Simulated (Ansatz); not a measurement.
A structure relaxed at PBE-D4/def2-TZVP in Ansatz, charge 0, singlet:

```xyz
4

Al    1.3573   -0.8741    1.3439
Al   -0.0626    0.8297   -0.1384
H    -1.2736    1.0515   -1.2119
H    -0.0210   -1.0071    0.0064
```

(1) Give its formula.

(2) Summarise the bond lengths by kind (pairs closer than 1.2 times the sum of covalent radii, bridged metal pairs left out).

## Answers

(1) the cluster Al₂H₂.

(2) 1 × Al–Al 2.67 Å; 1 × Al–H 1.63 Å.

The restricted singlet is unstable towards broken spin symmetry in Hartree–Fock (as tested in another run); at PBE-D4/def2-TZVP this wasn't settled. Another isomer (singlet) lies 0.46 eV lower at PBE0-D4/def2-TZVP; other spin states weren't run for this one.
